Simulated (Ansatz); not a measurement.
1T (CdI2-type) ZrSe₂

The numbers are results of LDA (PAW; Ansatz, an electronic-structure program), not measurements.

Settings: plane-wave cutoff 500 eV, 12×12×6 k mesh (along the axes of the cell as run), gaussian smearing 0.02 eV, scalar-relativistic PAW data made under PBE.

Cell (relaxed at this level):

```yaml
crystal:
  lattice:
    - [3.69431, 0.00000, 0.00000]
    - [-1.84715, 3.19936, 0.00000]
    - [0.00000, 0.00000, 5.94752]
  atoms:
    - { symbol: Zr, position: [0.00000, 0.00000, 0.00000] }
    - { symbol: Se, position: [0.66667, 0.33333, 0.73382] }
    - { symbol: Se, position: [0.33333, 0.66667, 0.26618] }
```

For 1T (CdI2-type) ZrSe₂, the band gap comes out as none.

Measured, for comparison: band gap 1.18 eV (temperature not stated, not corrected to a static lattice, fundamental, indirect, our sources range from 0.90 to 1.20; as tabulated in Rybak et al. (2022), arXiv:2210.12074).

Spin–orbit coupling is not included.

Computed values are for the static lattice.

Computing time: roughly 40 core-seconds.
